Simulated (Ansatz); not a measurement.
Results of PBE0 (PAW; Ansatz, a first-principles code) for zinc-blende MgS (metastable phase).

Run with plane-wave cutoff 460 eV, 8×8×8 k mesh, Fermi–Dirac smearing 0.01 eV, scalar-relativistic PAW data made under PBE.

Cell (measured lattice):

```cif
data_MgS
_chemical_formula_sum 'Mg1 S1'
_space_group_name_H-M_alt 'P 1'
_space_group_IT_number 1
_cell_length_a 3.97535
_cell_length_b 3.97535
_cell_length_c 3.97535
_cell_angle_alpha 60.000
_cell_angle_beta 60.000
_cell_angle_gamma 60.000
loop_
_space_group_symop_operation_xyz
  'x, y, z'
loop_
_atom_site_label
_atom_site_type_symbol
_atom_site_fract_x
_atom_site_fract_y
_atom_site_fract_z
_atom_site_occupancy
Mg1 Mg 0.00000 0.00000 0.00000 1
S1 S 0.25000 0.25000 0.25000 1
```

Give the computed band gap and width of the whole s-p valence band.


- band gap: 5.32 eV (on the SCF k mesh) (direct)
- width of the whole s-p valence band: 12.55 eV

Measured, for comparison: band gap 4.78 ± 0.1 eV (temperature not stated, extrapolated in composition from an alloy gap of 4.19 eV, direct; extrapolated from a Zn0.2Mg0.8S0.645Se0.355 epilayer; as tabulated in Lucero et al. (2012), arXiv:1111.4515). Computed (rounded) less measured: band gap +0.54 eV.

Note: cell and atoms aren't relaxed at this level (pressure 1.3 GPa).

The computed numbers hold no vibrational or temperature effects.

It cost roughly 60 core-seconds of CPU time.
